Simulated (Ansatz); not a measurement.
Reaction: C2H7N (ethanamine, SMILES CCN) → CH3 (SMILES [CH3], doublet) + CH4N (SMILES [CH2]N, doublet) (the C-C bond breaks)
Each species at its own B3LYP-D3(BJ)/def2-TZVP minimum (Ansatz, a quantum-chemistry and plane-wave program), one conformer.

Property: bond dissociation energy (electronic), in kcal/mol. Radicals and triplets start from unrestricted determinants; spin-orbit coupling is neglected. CBS(X,Y): correlation extrapolated as X^-3, Hartree-Fock from the larger set. A bracket is a step between two methods taken in the basis named. Functionals run without relativity, which enters their misses. '+ core + X2C': CCSD(T) terms for core correlation (cc-pwCVTZ) and scalar relativity (cc-pVTZ-DK).

CCSD(T)/CBS(cc-pVTZ,cc-pVQZ) + [CCSDT(Q) - CCSD(T)]/cc-pVDZ + core + X2C (Ansatz) gives 89.2 kcal/mol.

What does PBE/def2-TZVPD (Ansatz) give here, and how do the other levels compare?

PBE gives 85.0 kcal/mol, 4.2 kcal/mol below it. Differences of the others: B3LYP/def2-TZVPD (Ansatz) -8.6; PBE0/def2-TZVPD (Ansatz) -4.4; wB97M-V/def2-TZVPD (Ansatz) -0.8; CCSD(T)/CBS(cc-pVTZ,cc-pVQZ) + core + X2C (Ansatz) 0.1 kcal/mol. Nearer than PBE: wB97M-V/def2-TZVPD, CCSD(T)/CBS(cc-pVTZ,cc-pVQZ) + core + X2C.
